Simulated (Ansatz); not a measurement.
Abridged output of a molecular run in Ansatz:

```
Functional definition: HF
771 factors; integrals over basis functions are off by at most 1.2e-3 eV
mean field evaluation 1: about -5183.1831 eV, gradient 3.4e1 eV
mean field evaluation 2: about -5183.1888 eV, gradient 3.4e1 eV
mean field evaluation 4: about -5185.9306 eV, gradient 4.4e0 eV
mean field evaluation 8: about -5186.0068 eV, gradient 1.8e-1 eV
mean field evaluation 16: about -5185.9890 eV, gradient 1.6e0 eV
mean field -5186.00696080 eV, -190.5822406078 hartree, gradient 1.4e-6 eV, S^2 0.000000; 0 other end points of the search recorded, 0 dependent functions left out
4 core orbitals not correlated: weight in the atoms' cores, before any rotation towards them, 1.000 or more for the frozen orbitals, at most 0.000 for the correlated occupied ones
reference -5186.00696080 eV, -190.5822406078 hartree; 11, 11 occupied and 61, 61 virtual orbitals, 771 factors
second order -15.77957767 eV of doubles, -0.00000000 eV of singles
cycle   1  -16.00887002 eV  change   -2.3e-1 eV  update   1.0e-1
cycle   2  -16.44288011 eV  change   -4.3e-1 eV  update   3.1e-2
cycle   3  -16.57277696 eV  change   -1.3e-1 eV  update   1.7e-2
cycle   4  -16.56720857 eV  change    5.6e-3 eV  update   3.8e-3
cycle   5  -16.56761605 eV  change   -4.1e-4 eV  update   1.5e-3
cycle   6  -16.56805470 eV  change   -4.4e-4 eV  update   4.5e-4
cycle   7  -16.56777254 eV  change    2.8e-4 eV  update   1.8e-4
cycle   8  -16.56774967 eV  change    2.3e-5 eV  update   5.0e-5
cycle   9  -16.56776649 eV  change   -1.7e-5 eV  update   1.7e-5
perturbative correction -0.57002739 eV, -0.0209481202 hartree
Total energy: -5203.14475469 eV, -191.2120429165 hartree
```

Its atoms:

Z-matrix (Å, degrees):
```
C
C 1 1.461
C 1 1.559 2 57.8
H 1 1.085 2 118.8 3 106.2
H 1 1.085 2 118.8 3 -106.2
O 2 1.191 1 147.8 3 180.0
H 3 1.085 1 117.6 2 -108.2
H 3 1.085 1 117.6 2 108.2
```

Problem. Which basis set was used?
A. def2-TZVPPD
B. def2-SVPD
C. def2-QZVPP
D. def2-SVP

Solution. D. It gives 76 functions.

Problem. Write the keys of the input that set method, charge and spin (a neutral closed shell needs none for the last two).

Solution. 
```yaml
correlation: {method: ccsd_t}
```
